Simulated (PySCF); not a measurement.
Molecule: SMILES C=C1C[C@H]1CN, C$_{5}$H$_{9}$N.

Geometry:
| atom | x (Å) | y (Å) | z (Å) |
| --- | --- | --- | --- |
| C1 | 2.444 | -0.797 | -0.061 |
| C2 | 1.376 | -0.016 | -0.096 |
| C3 | 0.728 | 1.186 | -0.622 |
| C4 | -0.001 | 0.229 | 0.327 |
| C5 | -1.136 | -0.620 | -0.188 |
| N6 | -2.384 | 0.114 | -0.128 |
| H7 | 3.348 | -0.548 | -0.625 |
| H8 | 2.455 | -1.714 | 0.535 |
| H9 | 1.030 | 2.167 | -0.241 |
| H10 | 0.423 | 1.187 | -1.676 |
| H11 | -0.157 | 0.602 | 1.348 |
| H12 | -1.227 | -1.515 | 0.452 |
| H13 | -0.855 | -0.993 | -1.197 |
| H14 | -3.154 | -0.456 | -0.470 |
| H15 | -2.334 | 0.931 | -0.734 |

Geometry PBE0-D3(BJ)/def2-SVP throughout; GIAO in PySCF, gas phase, one conformer, non-relativistic; equivalent atoms averaged; functional PBE0.

For orientation, def2-SVP gives these shifts δ (against TMS, NH3 at the same level): C5 45.7, C4 18.8, N6 30.9, H8 5.52, H7 5.46, H12 2.91, H9 1.01, H10 0.46, H14/H15 0.00 ppm.

A run gave: C5 49.6, C4 21.2, N6 35.1, H8 5.66, H7 5.62, H12 3.15, H9 1.27, H10 0.69, H14/H15 0.24 ppm (shifts δ (against TMS, NH3 at the same level)).

Which basis set was used in that run?
A. def2-TZVP
B. 6-31G
C. STO-3G
D. 6-31G*

Results:

A. C5 tells them apart best: def2-TZVP gives 49.6, STO-3G gives 43.3, 6-31G* gives 45.8, 6-31G gives 46.2 ppm.
